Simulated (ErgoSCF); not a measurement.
**NOF (nitrosyl fluoride): HF/STO-3G**

Aim: the vertical ionisation energy of NOF (nitrosyl fluoride) at HF/STO-3G, from 2 runs. 

The results are computed with ErgoSCF 3.8.

8 further runs of the same task are left out: 2 that didn't finish, 6 set aside as unsound or not needed.

### Step 1. The molecule

NOF: 3 atoms, total charge 0, spin state singlet. SMILES: `O=NF`. Geometry: relaxed at PBE0-D4/def2-TZVP.

Bond lengths: O1–N2 1.127 Å, N2–F3 1.483 Å. Angles: O1–N2–F3 110.4°.

### Step 2. A single-point energy at HF/STO-3G

Contents of job.ego:

```
set_nthreads("env")
molecule_inline
O      1.64094368     0.45914676     0.95382036
N      0.28143691    -0.91186844     0.05652171
F     -1.92239949     0.45274058    -1.01034207
EOF
scf.max_number_of_iterations = 120
spin_polarization = 0
scf.output_mulliken_pop = 1
tmpdir = "."
scf.use_diagonalization = 1
basis = "STO-3G"
run "HF"
```

The basis set STO-3G is read from a file made from the Basis Set Exchange's data (not shown).

The run is started by

```
$ ergo < job.ego
```

What it wrote:

```text
[...]
INSC SCF_general constructor, number of basis functions: 15
[...]
INSC Energy   1 =       -205.87504136525
[...]
INDE E_LUMO =          0.21059461758
[...]
INSC Energy  14 =       -225.49841342303  ( diff     -0.000000000000512 )
[...]
RESC CONVERGED after  14 iterations.
RESC FINAL ENERGY:       -225.49841342303
[...]
INSC SCF: dipole_moment_x [atomic units] =       0.11750849
INSC SCF: dipole_moment_y [atomic units] =       0.05082988
INSC SCF: dipole_moment_z [atomic units] =       0.07024331
[...]
```

Run time: 0.91 s. Hardware: 1 thread of Arm Neoverse V1, shared host.

### Step 3. The doublet cation

Contents of input.ego:

```
set_nthreads(1)
molecule_inline Angstrom
O  0.868350 0.242970 0.504740
N  0.148930 -0.482540 0.029910
F  -1.017290 0.239580 -0.534650
EOF
charge = 1
scf.output_mulliken_pop = 1
spin_polarization = 1
tmpdir = "."
scf.max_number_of_iterations = 120
basis = "STO-3G"
scf.use_diagonalization = 1
run "HF"
```

The basis set STO-3G is read from a file made from the Basis Set Exchange's data (not shown).

The run is started by

```
$ ergo input.ego
```

What it wrote:

```text
[...]
INSC SCF_general constructor, number of basis functions: 15
[...]
INSC Energy   1 =       -200.54857001522
[...]
INDE E_LUMO =         -0.29037164881
[...]
INSC Energy  37 =       -225.17748616947  ( diff     -0.000000000040529 )
[...]
RESC CONVERGED after  37 iterations.
RESC FINAL ENERGY:       -225.17748616947
RESC FINAL <S2> =          1.03169619519
[...]
INSC SCF: dipole_moment_x [atomic units] =       0.24442635
INSC SCF: dipole_moment_y [atomic units] =       0.06596191
INSC SCF: dipole_moment_z [atomic units] =       0.14181578
[...]
```

Run time: 2.4 s. Hardware: 1 thread of Arm Neoverse V1, shared host.

### Step 4. Results

Level: HF/STO-3G.

| quantity | value |
| --- | --- |
| singlet NOF: total energy | -225.49841 Eh |
| singlet NOF: dipole moment | 0.37 D |
| doublet cation: total energy | -225.17749 Eh |
| doublet cation: ⟨S²⟩ | 1.032 |
| vertical ionisation energy (to the doublet cation) | 8.733 eV |

What this shows: Removing an electron at fixed nuclei costs 8.73 eV (201 kcal/mol). In a minimal basis such a difference can be off by several eV, whatever the method. Mulliken charges (singlet NOF) run from -0.10 on F3 to +0.17 on N2. ⟨S²⟩ (doublet cation) is 1.03 where a pure doublet has 0.75: the reference is spin-contaminated. Mulliken charges (doublet cation) run from +0.23 on F3 to +0.45 on N2; they depend strongly on the basis.
